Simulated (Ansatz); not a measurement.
Results of r²SCAN+rVV10 (Ansatz, a first-principles code, PAW) for hcp Zr.

Numerical settings: plane-wave cutoff 560 eV, 18×18×12 k mesh (along the axes of the cell as run), Fermi–Dirac smearing 0.05 eV, scalar-relativistic PAW data made under PBE.

Energies at three volumes about the minimum:

```tsv
V (Å³/atom)	E − E_lowest (meV/atom)
22.804	2.88
23.269	0.00
23.734	2.75
```

**Question.** Fit a parabola by hand: where is the minimum, and what is the bulk modulus?

**Answer.** Slopes: (0.00 − 2.88)/(23.269 − 22.804) = -6.194 and (2.75 − 0.00)/(23.734 − 23.269) = 5.914 meV/Å³. Curvature E″ = 2 × (5.914 − (-6.194))/(23.734 − 22.804) = 26.039 meV/Å⁶. From the middle of the first interval, the slope vanishes at V0 = 23.0365 − (-6.194)/26.039 = 23.274 Å³/atom. B = V0 E″ = 23.274 × 26.039 meV/Å³ × 0.1602 GPa per meV/Å³ = 97.1 GPa. The full Birch–Murnaghan fit to all volumes gives V0 = 23.268 Å³/atom and B0 = 96.8 GPa.

Shape and atoms are relaxed at each volume.

Measured, for comparison: bulk modulus 95.9 GPa (zero-point energy and finite temperature contributions removed, our sources range from 84.3 to 95.9; as tabulated in doi:10.1021/acs.jctc.3c00612). Computed (rounded) less measured: bulk modulus not scored (sources differ).

Note: the bulk modulus comes from volumes at which shape and atoms were relaxed.
